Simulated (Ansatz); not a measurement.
# Relaxing Na₃C₂

Theory: Ansatz, DFT PBE, scalar-relativistic, plane waves, PAW. Cutoff 420 eV, Γ-centred k mesh, Gaussian smearing, collinear spin, first started from parallel moments.

Na₃C₂ was placed on the anti-corundum structure type (R-3c, No. 167), with C in place of Al, Na in place of O, at a guessed volume.

```yaml
crystal:
  lattice:
    - [2.92233, 1.68721, 5.31907]
    - [-2.92233, 1.68721, 5.31907]
    - [0.00000, -3.37441, 5.31907]
  atoms:
    - { symbol: Na, position: [0.05625, 0.44375, 0.75000] }
    - { symbol: Na, position: [0.75000, 0.05625, 0.44375] }
    - { symbol: Na, position: [0.44375, 0.75000, 0.05625] }
    - { symbol: Na, position: [0.94375, 0.55625, 0.25000] }
    - { symbol: Na, position: [0.25000, 0.94375, 0.55625] }
    - { symbol: Na, position: [0.55625, 0.25000, 0.94375] }
    - { symbol: C, position: [0.85218, 0.85218, 0.85218] }
    - { symbol: C, position: [0.64782, 0.64782, 0.64782] }
    - { symbol: C, position: [0.14782, 0.14782, 0.14782] }
    - { symbol: C, position: [0.35218, 0.35218, 0.35218] }
```

Cell and atoms relax at zero pressure; the relaxation can't lower the symmetry of the start. After a coarse first stage the cell is made exact in the group found at 0.06 Å.

The zero of energy is the elements' standard structures at the same level; no fitted shifts are applied.

(1) Describe the relaxed structure.

(2) What are its volume, energy, gap and moment?

Answers

(1) It keeps R-3c (No. 167). The result has the corundum structure. Conventional cell: a = 6.592 Å, c = 17.466 Å. Around Na lie 4 C at 2.57–2.67 Å; C has 6 Na at 2.57–2.67 Å.

```xyz
10
Lattice="3.2960 1.9030 5.8221 -3.2960 1.9030 5.8221 0.0000 -3.8059 5.8221" Properties=species:S:1:pos:R:3 pbc="T T T"
Na   -1.3386   -1.9030    7.2776
Na    2.3173   -0.2078    7.2776
Na   -0.9787    2.1107    7.2776
Na    1.3386    1.9030   10.1886
Na   -2.3173    0.2078   10.1886
Na    0.9787   -2.1107   10.1886
C     0.0000    0.0000   14.9120
C     0.0000    0.0000   11.2873
C     0.0000    0.0000    2.5542
C     0.0000    0.0000    6.1789
```

(2) The volume per atom is 21.91 Å³, the density is 1.41 g/cm³ and the energy over the elements is 1.75 eV/atom. The gap on the 6×6×6 mesh is 0 eV (a metal), the net moment per atom is 1.00 μB and the largest site moment is 1.72 μB.

The final run used a 6×6×6 mesh on its 10-atom cell and 0.10 eV smearing. For metals, differences of a few meV/atom aren't resolved. Symmetry constrained the relaxation, so the result can be a saddle point.

Cost: 3 runs of about 9.4 core-minutes in all, on Arm Neoverse V1 (shared hosts).